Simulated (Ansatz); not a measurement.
**H₂Al–AsH₂, singlet in cc-pVTZ: errors against RCCSDT(Q)**

Geometry: a PBE0/def2-TZVP stationary point for this spin, not checked as a minimum.

```xyz
6

Al    0.0319    0.0000    1.7496
As   -0.0385    0.0000   -0.6783
H     0.0000    1.3773    2.5371
H     0.0000   -1.3773    2.5371
H     1.0023    1.1086   -0.7464
H     1.0023   -1.1086   -0.7464
```

Basis cc-pVTZ; Ansatz 0.2.0. Correlated methods freeze the noble-gas cores and the filled d shells of p-block atoms, which leaves 12 electrons in 114 orbitals. Prefix R: restricted or restricted open-shell reference. No spin–orbit coupling is included, and no scalar relativity.

Full CI isn't at hand for all of this; RCCSDT(Q) serves as the reference, and is uncertain by about the last step of the cluster series.

```
UHF ⟨S²⟩                          : 0.000
T1 diagnostic (RCCSD)             : 0.0131
largest doubles amplitude (RCCSD) : 0.040
```

```tsv
level	E − E(RCCSDT(Q)) (kcal/mol)	share of correlation (%)	wall time
RHF	174.93	0.00	–
RMP2	31.21	82.16	–
RCCSD	6.71	96.17	–
RCCSD(T)	0.98	99.44	37 s
BCCD(T)	0.95	99.46	10 s (H100)
RCCSDT	0.28	99.84	–
```

The correlation energy at RCCSDT(Q), counted from RHF, is -7.586 eV. That run took 21 s on 2 threads of AMD EPYC 7R13 with a shared H100 80 GB, shared host.

Times hold each run's SCF and search for its determinant on a shared host, so for small cases they say little of a method's own cost; rows without a card ran on 1 thread of AMD EPYC 7R13.

Atomization energy (electronic, same basis, no zero-point term; atoms at the same level, unrestricted beside the R rows where the molecule is a closed shell, but restricted open-shell past Ca, as are all atoms' steps beyond CCSDT(Q)) at RCCSDT(Q): 1351.2 kJ/mol. Errors of other levels:

```
   level  error (kJ/mol)
     RHF          -358.2
    RMP2           -39.9
   RCCSD           -14.6
RCCSD(T)            -1.2
 BCCD(T)            -1.0
  RCCSDT            -1.0
```

This basis is far from its limit, so the value isn't to be set against a measured one.
